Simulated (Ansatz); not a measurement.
**Grey arsenic (A7) under PBE: how the plane-wave cutoff moves the result**

A convergence test of the plane-wave cutoff. The geometry was relaxed under PBE beforehand and stays fixed; 9 values are run, from 150 to 800 eV. Wanted are the values from which on the energy stays within 10 and 1 meV/atom, and the pressure within 0.5 GPa, of the last run. Within the series other settings stay, but some runs also write fields, which adds to their time. Spin polarisation is left out.

Method: DFT PBE, plane waves with PAW, scalar-relativistic, in Ansatz 0.2.0.

## Step 1: The starting structure

The structure is trigonal, space group R-3m (No. 166). Conventional cell: a = 3.807 Å, b = 3.807 Å, c = 10.824 Å, α = 90.00°, β = 90.00°, γ = 120.00°. Around As (site symmetry 3m) lie 3 As at 2.55 Å.

As a file:

```cif
data_structure
_symmetry_space_group_name_H-M 'R-3m:H'
_symmetry_Int_Tables_number 166
_cell_length_a 3.8072
_cell_length_b 3.8072
_cell_length_c 10.8245
_cell_angle_alpha 90.000
_cell_angle_beta 90.000
_cell_angle_gamma 120.000
_cell_volume 135.88
loop_
_atom_site_label
_atom_site_type_symbol
_atom_site_symmetry_multiplicity
_atom_site_Wyckoff_symbol
_atom_site_fract_x
_atom_site_fract_y
_atom_site_fract_z
_atom_site_occupancy
As1 As 6 c 0.00000 0.00000 0.77371 1
```

## Step 2: A run at the usual settings, for scale

input.yaml

```yaml
crystal:
  lattice:
    - [1.9036109523, 1.0990502958, 3.6081612956]
    - [-1.9036109523, 1.0990502958, 3.6081612956]
    - [0.0, -2.1981005915, 3.6081612956]
  atoms:
    - { symbol: As, position: [0.7737100447, 0.7737100447, 0.7737100447] }
    - { symbol: As, position: [0.2262899553, 0.2262899553, 0.2262899553] }
hamiltonian:
  xc: pbe
  pseudopotentials:
    kind: paw
    azcp:
      As: "pseudopotentials/As.paw.azcp"
basis:
  ecutwfc: 420
  fft_grid_basis: typed
kpoints:
  mp_grid: { grid: [16, 16, 16], shift: [0, 0, 0] }
magnetization:
  spin_polarized: false
scf:
  occupations: { method: fermi_dirac, width: 0.1 }
  lower_state_search: "off"
output:
  stress: true
  write_density: true
  write_potential: true
  elf: true
  volumetric_format: npy
```

On the command line:

```
> ansatz run input.yaml --threads 1 --pin off --max-ram 3584MiB --backend cpu --events-out ev --progress --plain --runs-dir out
```

## Step 3: With a cutoff of 150 eV

The run at 150 eV.

input.yaml: that of step 2 with these lines changed.

```diff
@@ -15,6 +15,6 @@
 basis:
-  ecutwfc: 420
+  ecutwfc: 150
   fft_grid_basis: typed
 kpoints:
-  mp_grid: { grid: [16, 16, 16], shift: [0, 0, 0] }
+  mp_grid: { grid: [10, 10, 10], shift: [0, 0, 0] }
 magnetization:
```

## Step 4: With a cutoff of 200 eV

The run at 200 eV.

input.yaml: that of step 3 with these lines changed.

```diff
@@ -15,3 +15,3 @@
 basis:
-  ecutwfc: 150
+  ecutwfc: 200
   fft_grid_basis: typed
```

## Step 5: With a cutoff of 250 eV

The run at 250 eV.

input.yaml: that of step 4 with these lines changed.

```diff
@@ -15,3 +15,3 @@
 basis:
-  ecutwfc: 200
+  ecutwfc: 250
   fft_grid_basis: typed
@@ -26,5 +26 @@
   stress: true
-  write_density: true
-  write_potential: true
-  elf: true
-  volumetric_format: npy
```

## Step 6: With a cutoff of 300 eV

The run at 300 eV.

input.yaml: that of step 5 with these lines changed.

```diff
@@ -15,3 +15,3 @@
 basis:
-  ecutwfc: 250
+  ecutwfc: 300
   fft_grid_basis: typed
@@ -26 +26,5 @@
   stress: true
+  write_density: true
+  write_potential: true
+  elf: true
+  volumetric_format: npy
```

## Step 7: With a cutoff of 350 eV

The run at 350 eV.

input.yaml: that of step 6 with these lines changed.

```diff
@@ -15,3 +15,3 @@
 basis:
-  ecutwfc: 300
+  ecutwfc: 350
   fft_grid_basis: typed
@@ -26,5 +26 @@
   stress: true
-  write_density: true
-  write_potential: true
-  elf: true
-  volumetric_format: npy
```

## Step 8: With a cutoff of 420 eV

The run at 420 eV.

input.yaml: that of step 7 with these lines changed.

```diff
@@ -15,3 +15,3 @@
 basis:
-  ecutwfc: 350
+  ecutwfc: 420
   fft_grid_basis: typed
```

## Step 9: With a cutoff of 500 eV

The run at 500 eV.

input.yaml: that of step 8 with these lines changed.

```diff
@@ -15,3 +15,3 @@
 basis:
-  ecutwfc: 420
+  ecutwfc: 500
   fft_grid_basis: typed
```

## Step 10: With a cutoff of 600 eV

The run at 600 eV.

input.yaml: that of step 9 with these lines changed.

```diff
@@ -15,3 +15,3 @@
 basis:
-  ecutwfc: 500
+  ecutwfc: 600
   fft_grid_basis: typed
```

## Step 11: With a cutoff of 800 eV

The run at 800 eV.

input.yaml: that of step 10 with these lines changed.

```diff
@@ -15,3 +15,3 @@
 basis:
-  ecutwfc: 600
+  ecutwfc: 800
   fft_grid_basis: typed
```

(Steps that only read results are left out.)

Q: Predict the outcome of this session.

**Answer**, as computed:

| quantity | value |
| --- | --- |
| E(σ → 0) stays within 10 meV/atom of 800 eV | from 350 eV on |
| E(σ → 0) stays within 1 meV/atom | from 420 eV on |
| pressure stays within 0.5 GPa | from 200 eV on |
| pressure at 800 eV | 0.00 GPa |
| CPU time, dearest over cheapest | 3.9 |
| run at the usual settings (mesh 16×16×16 against the series' 10×10×10, 420 eV) | +3.3 meV/atom from 800 eV, 0.06 GPa |

What this shows: At 150 eV the energy differs by +22617 meV/atom and the pressure by +3.5 GPa. Each step up in cutoff lowers the energy. 1 meV/atom is reached at 420 eV; energy differences often converge earlier, as errors cancel. The cell taken over is 5 % larger than the measured one (21.53 Å³/atom, COD).
